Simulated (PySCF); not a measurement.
Compound: C5H11O (doublet state).
Numbering: `[CH2:1][CH2:2][O:3][CH:4]([CH3:5])[CH3:6]` (hydrogens: H7, H8 on C1; H9, H10 on C2; H11 on C4; H12, H13, H14 on C5; H15, H16, H17 on C6)

Geometry (GFN2-xTB, Å), atoms numbered from 1 in this order:
```
atom  x, y, z in Å
C1     2.371   -0.481   -0.166
C2     1.601    0.578    0.509
O3     0.318    0.181    0.933
C4    -0.580   -0.172   -0.112
C5    -1.609   -1.127    0.485
C6    -1.262    1.063   -0.706
H7     3.238   -0.228   -0.743
H8     2.147   -1.512    0.026
H9     1.549    1.478   -0.130
H10    2.101    0.892    1.443
H11   -0.015   -0.688   -0.905
H12   -2.306   -1.456   -0.280
H13   -1.109   -1.992    0.911
H14   -2.156   -0.622    1.276
H15   -0.532    1.732   -1.156
H16   -1.972    0.763   -1.471
H17   -1.790    1.602    0.077
```

The hyperfine couplings belong to this conformer and change with its torsions.

Method used: UKS B3LYP, pcH-1 on C H O, non-relativistic, mean-field spin-orbit, GIAO in PySCF 2.14.0. Geometry: GFN2-xTB, one conformer, isolated molecule. Couplings are sensitive to structure, and on GFN2-xTB geometries they can be far from those on DFT ones. Stability of the SCF solution: not tested.

Task: Match the computed a_iso(13C) values +91.5, -35.5, +2.1 MHz with the sites C1; C2; C4.

Result: 
| site | a_iso (MHz) | ρ(0) (bohr⁻³) | position | distance from C1 (Å) | spin population | largest \|T\| (MHz) |
| --- | --- | --- | --- | --- | --- | --- |
| C1 | +91.5 | +0.0814 | largest spin population | 0.00 | +1.07 | 161.6 |
| C2 | -35.5 | -0.0316 | 1 bond from C1 | 1.47 | -0.08 | 3.5 |
| C4 | +2.1 | +0.0019 | 3 bonds from C1 | 2.97 | +0.01 | 3.4 |

ρ(0) is the spin density at the nucleus and T the dipolar tensor; entries for several nuclei are means. The largest Mulliken spin populations are on C1 (+1.07), C2 (-0.08) and H10 (+0.06). C1 is the only atom above +0.15. The positive populations add up to 1.17 and the negative ones to -0.17, together 2S = 1. The angles at C1 add up to 359.5°, so it is planar; its axial dipolar tensor and the negative couplings of its protons fit spin in a p orbital normal to that plane.

Examples of negative spin density at the nucleus (bohr⁻³): C2 (-0.0316) and H7/H8 (-0.0138).

Class means assume fast exchange of nuclei equivalent by connectivity; if that motion is slow, each nucleus keeps its own coupling. The 1H value of +112.9 MHz is a mean of couplings from 68.5 to 157.2 MHz in this one geometry, not an average over conformers.

Hardware: one thread, Arm Neoverse V1 (aarch64), on a shared host. Cost: 62 s of wall time (grids of density and orbitals included), 0.96 GiB resident at most.
